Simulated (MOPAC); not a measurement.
MOPAC input (PM3):

```
PM3 1SCF UHF MS=0.5 GEO-OK AUX(PRECISION=9) THREADS=1
C4H5

C    -0.00233672 1   -0.01320033 1    0.40656095 1
C     0.00434316 1   -0.80707826 1   -0.83785496 1
C     0.00558042 1    0.70710030 1   -0.90415124 1
C    -0.00965178 1    0.02786477 1    1.68743715 1
H    -0.90729426 1   -1.32815147 1   -1.10616783 1
H     0.91840434 1   -1.32918531 1   -1.09570815 1
H     0.92166364 1    1.20832260 1   -1.19218898 1
H    -0.90657413 1    1.20935788 1   -1.20266321 1
H    -0.01381006 1    0.75153746 1    2.48477683 1
```

Problem. What heat of formation does the run end on, and which ionisation energy by Koopmans theorem?

Solution. 89.79 kcal/mol; 9.59 eV.

The determinant is spin-contaminated: <S^2> is 0.90 against 0.75 for a pure state.
